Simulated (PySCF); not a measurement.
**Which basis set comes closest?**

Molecule: `InChI=1S/CH2F2/c2-1-3/h1H2`.

Cartesian coordinates in Å; atom numbers follow the order of the lines, from 1:
```xyz
5

F    -0.484    1.083    0.479
C    -0.020   -0.071   -0.029
F     1.318   -0.004   -0.131
H    -0.451   -0.220   -1.035
H    -0.288   -0.898    0.654
```

Geometry PBE0-D3(BJ)/def2-SVP throughout; GIAO in PySCF, gas phase, one conformer, non-relativistic; equivalent atoms averaged; functional PBE0.

Reference values (measured; gas, zero density; Jackowski, Slowinski, Molecules 2023, 28, 1499): σ(H4/H5) = 25.33 ppm, σ(C2) = 77.7 ppm, σ(F1/F3) = 338.9 ppm.

Q: How do the basis sets STO-3G, 6-31G, pcSseg-0, 6-31G*, def2-SVP, cc-pVDZ, pcSseg-1, aug-cc-pVDZ, 6-311+G(2d,p), def2-TZVP, cc-pVTZ, IGLO-III, pcSseg-2, pcSseg-3 perform against the reference? Times are CPU seconds on shared hosts with different chips, so compare them loosely.

A: 
```csv
basis set,functions,H4/H5,C2,F1/F3,abs. error H,abs. error C,abs. error F,core-s
STO-3G,17,29.53,153.9,431.6,4.20,76.2,92.7,0.73
6-31G,31,26.67,92.7,337.3,1.34,15.0,1.6,1.5
pcSseg-0,31,26.47,73.9,344.1,1.14,3.8,5.2,1.3
6-31G*,46,26.24,88.7,344.4,0.91,11.0,5.5,1.8
def2-SVP,52,26.05,88.4,347.0,0.72,10.7,8.1,1.9
cc-pVDZ,52,25.86,91.4,341.8,0.53,13.7,2.9,1.9
pcSseg-1,61,25.58,73.1,328.5,0.25,4.6,10.4,2.9
aug-cc-pVDZ,87,25.60,89.5,342.3,0.27,11.8,3.4,2.8
"6-311+G(2d,p)",93,25.87,77.0,333.2,0.54,0.7,5.7,3.2
def2-TZVP,105,25.90,75.0,332.4,0.57,2.7,6.5,3.7
cc-pVTZ,118,25.76,76.0,332.7,0.43,1.7,6.2,3.8
IGLO-III,125,25.65,70.5,331.6,0.32,7.2,7.3,3.8
pcSseg-2,136,25.63,69.7,331.5,0.30,8.0,7.4,7.6
pcSseg-3,282,25.52,69.2,331.5,0.19,8.5,7.4,16
```

For ¹H the closest is pcSseg-3 (0.19 ppm) and the furthest STO-3G (4.20 ppm).

For ¹³C the closest is 6-311+G(2d,p) (0.7 ppm) and the furthest STO-3G (76.2 ppm).

For ¹⁹F the closest is 6-31G (1.6 ppm) and the furthest STO-3G (92.7 ppm). Where a smaller basis beats a larger one, errors probably cancel; the largest sets show where the functional converges. One molecule is a small sample, and vibrational effects are absent from the calculation.

A small basis that lands close on one nucleus may do so by chance; judge by the trend and by all nuclei.
